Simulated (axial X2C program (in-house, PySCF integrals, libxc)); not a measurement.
SH: from the spin-free to the two-component result

All values were computed with an axial X2C code built on PySCF integrals. Spin-free means the one-electron spin-free X2C Hamiltonian; two-component (2c) means X2C with spin–orbit coupling and atomic mean-field two-electron Coulomb and Gaunt terms, so the difference of the two also holds small scalar two-electron terms. Basis: S dyall-av3z [9s8p3d2f], H dyall-v3z [6s2p1d] (cores contracted in-house); Gaussian nuclei, density fitting, unrestricted open shells. Masses: S 31.972 u, H 1.008 u.

Spin-free state: M_S = 1/2, Λ = 1 (beyond evenly filled blocks: π+α, π+β, π-α); fragments S + H.

```
  level  Re (Å)  ωe (cm⁻¹)  De (eV)  μ (D)
   PBE0   1.348     2698.0    3.635   0.80
     HF   1.332     2836.1    2.477   0.85
    MP2   1.340     2758.0    3.567    n/a
   CCSD   1.345     2708.5    3.618    n/a
CCSD(T)   1.347     2686.9    3.672    n/a
 PBEsol   1.362     2598.4    3.887   0.78
```

Correlated methods: 7 electrons correlated (number of frozen shells: S 2 s, 1 p; H none), 129 virtual spin orbitals or spinors in MP2, 89 natural virtuals in coupled cluster.

Dipoles are positive if H is the positive end.

Question: Within this multiplet, which Ω should lie lowest by the rule for regular and inverted multiplets?

Answer: The open π shell holds three electrons, one hole, so the multiplet is inverted: Ω = Λ + 1/2 = 3/2. The PBE0 2c search agrees, though Ω = 1/2 of the search lies only 0.05 eV higher.

Two-component determinant lowest at the distance of the search:

Ω = 3/2 (⟨Sz⟩ = 0.50, ⟨Lz⟩ = 1.00 at HF); fragments S + H.

```tsv
level	Re (Å)	ωe (cm⁻¹)	De (eV)	μ (D)
PBE0	1.348	2697.0	3.657	0.79
HF	1.333	2835.0	2.496	0.85
MP2	1.340	2757.2	3.565	n/a
CCSD	1.345	2707.6	3.627	n/a
CCSD(T)	1.347	2686.0	3.671	n/a
PBEsol	1.362	2597.4	3.910	0.78
```

Question: From the two tables, how do the constants change at the CCSD(T) level (2c against spin-free)?

Answer: At the CCSD(T) level Re is unchanged within 0.001 Å and ωe drops by 0.9 cm⁻¹; De changes by -0.001 eV.

Occupations by symmetry block were frozen at the best pattern of an incomplete PBE0 search. De is counted from the lowest determinant-based energies of the atoms at the same level, without counterpoise correction. Density functionals use the spin component along the axis (collinear). CCSD and (T) use frozen natural virtuals with an MP2 correction for the truncation; (T) itself is uncorrected, so its De runs slightly low. A 2c atom that is not at its ground J level misses part of its spin–orbit lowering, and De is too large by that part (0.04 eV or less for light atoms). This holds for PBE0, PBEsol. The functionals have no current-density term, which raises determinants with orbital currents, atoms included.
